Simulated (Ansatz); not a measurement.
**AsH4⁺, singlet in cc-pVTZ: errors against RCCSDT(Q)**

Geometry: a PBE0/def2-TZVP stationary point for this spin, not checked as a minimum.

```xyz
5

As    0.0000    0.0000    0.0000
H     0.8591    0.8618    0.8601
H    -0.8626   -0.8579    0.8605
H    -0.8581    0.8589   -0.8640
H     0.8616   -0.8628   -0.8566
```

Basis cc-pVTZ; Ansatz 0.2.0. Only valence electrons are correlated (noble-gas cores and the filled d shells of p-block atoms frozen), which leaves 8 electrons in 85 orbitals. R marks a restricted (for open shells ROHF) determinant. Active spaces: valence = (8e, 8o) chosen from the atoms' valence shells. No spin–orbit coupling is included, and no scalar relativity.

Full CI isn't at hand for all of this; RCCSDT(Q) serves as the reference, and is uncertain by the last step of the cluster series or more.

* UHF ⟨S²⟩: 0.000
* T1 diagnostic (RCCSD): 0.0095
* largest doubles amplitude (RCCSD): 0.038

```csv
level,E − E(RCCSDT(Q)) (meV),share of correlation (%),wall time
RHF,4972,0.00,–
RMP2,912,81.66,–
RCCSD,140,97.19,–
RCCSD(T),22,99.57,1.7 s
BCCD(T),21,99.58,2 s
RCCSDT,3,99.94,–
CASSCF (valence space),3234,34.96,–
NEVPT2 (valence space),845,83.00,7 s
```

The correlation energy at RCCSDT(Q), counted from RHF, is -4.972 eV. That run took 56 s on 1 thread of Arm Neoverse V1, shared host.

Times hold each run's SCF and search for its determinant on a shared host, so for small cases they say little of a method's own cost; they ran on 1 thread of Arm Neoverse V1.

Natural occupations of CASSCF (valence space) about the gap: 1.987 1.972 1.972 1.972 0.032 0.022 0.022 0.022; effectively unpaired electrons, Σ n²(2−n)², 0.02.
